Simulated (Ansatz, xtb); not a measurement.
C4H7−: where a starting geometry ends

The starting geometry of this gas-phase singlet was built from a drawn formula by distance geometry and a force field; its bonds are those of `C=CC[CH2-]`.

```xyz
11

C    -0.4454   -0.4955    1.0792
C     0.7626   -0.0601    0.6924
C     1.0145    0.9364   -0.4187
C     1.7792    0.3242   -1.5413
H    -1.3285   -0.1786    0.6043
H    -0.5832   -1.1993    1.8686
H     1.6735   -0.4445    1.2165
H     1.5775    1.7250    0.0485
H     0.0844    1.3782   -0.7615
H     2.5757   -0.4167   -1.3454
H     1.6940    0.7413   -2.5384
```

**Question.** Predict what becomes of its bonds when it is optimised with r2SCAN-D4/def2-SVPD.

**Answer.** It keeps its bonds, and is `C=CC[CH2-]`.

The energy falls by 0.51 eV over 8 steps:

```tsv
step	E − E(last) (eV)
1	0.506
2	0.200
3	0.089
4	0.023
5	0.003
6	0.001
7	0.000
8	0.000
```

Final geometry (Å):

```xyz
11

C    -0.4864   -0.4162    1.1761
C     0.7156   -0.1548    0.6241
C     1.0278    0.8474   -0.4521
C     1.8128    0.1258   -1.5405
H    -1.3811    0.1352    0.8633
H    -0.6304   -1.2262    1.8996
H     1.5857   -0.7434    0.9469
H     1.4945    1.7585    0.0440
H     0.0643    1.2213   -0.8520
H     2.8961    0.1166   -1.2901
H     1.7054    0.6463   -2.5152
```

From the same start GFN2-xTB ends elsewhere, at `[CH2-]C1CC1`.

The end wasn't checked by frequencies. Run with Ansatz 0.2.0, 19 s on 2 threads of Arm Neoverse V2 (shared host).
